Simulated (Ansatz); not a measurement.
Process, species as SMILES: N#N (N2) → N2+ (doublet, bonded as N#N) + e-
B3LYP-D3(BJ)/def2-TZVP geometries, fixed; electronic energies without zero-point terms.

Basis-set convergence of the adiabatic ionisation energy at PBE0 with Ansatz (a quantum-chemistry and plane-wave program). Cartesian d functions, on some or all atoms, in 6-31+G*; all else is spherical. The program fits the integrals of some runs and decomposes those of others, by size. Open shells are unrestricted. No added dispersion term, no relativity. Functions are those of the species that has most. Reference: the value in aug-cc-pV5Z, 15.743 eV, itself unsure by roughly 0.002 eV (its mean distance from pcseg-4, aug-pcseg-3, aug-cc-pVQZ). Deviations are taken from unrounded values.

```json
[
 {"basis": "3-21G", "functions": "18", "adiabatic ionisation energy (eV)": "15.478", "minus reference (eV)": "-0.264"},
 {"basis": "pcseg-0", "functions": "18", "adiabatic ionisation energy (eV)": "15.939", "minus reference (eV)": "0.196"},
 {"basis": "6-311G**", "functions": "36", "adiabatic ionisation energy (eV)": "15.720", "minus reference (eV)": "-0.023"},
 {"basis": "6-31+G*", "functions": "38", "adiabatic ionisation energy (eV)": "15.750", "minus reference (eV)": "0.007"},
 {"basis": "aug-cc-pVDZ", "functions": "46", "adiabatic ionisation energy (eV)": "15.732", "minus reference (eV)": "-0.011"},
 {"basis": "6-311++G(3df,3pd)", "functions": "78", "adiabatic ionisation energy (eV)": "15.758", "minus reference (eV)": "0.015"},
 {"basis": "cc-pVQZ", "functions": "110", "adiabatic ionisation energy (eV)": "15.724", "minus reference (eV)": "-0.018"},
 {"basis": "def2-QZVPP", "functions": "114", "adiabatic ionisation energy (eV)": "15.726", "minus reference (eV)": "-0.017"},
 {"basis": "aug-cc-pVQZ", "functions": "160", "adiabatic ionisation energy (eV)": "15.744", "minus reference (eV)": "0.001"}
]
```

The smallest set listed that lies within 0.05 eV of the reference with all its larger relatives (same family, alike in diffuse functions; a set with none counts only in the reference's own line) is aug-cc-pVDZ (46 functions, -0.011 eV off). Inside the window by cancellation, since a larger relative falls out: 6-31+G*. Inside, with no larger relative to test it: 6-311G**, 6-311++G(3df,3pd), def2-QZVPP. (Relatives not listed, tested too: 6-311+G** 0.035, 6-311++G(2d,2p) 0.059, jun-cc-pV(T+d)Z 0.006, aug-cc-pVTZ 0.007, cc-pV5Z -0.009, aug-cc-pV5Z 0.000 eV.)
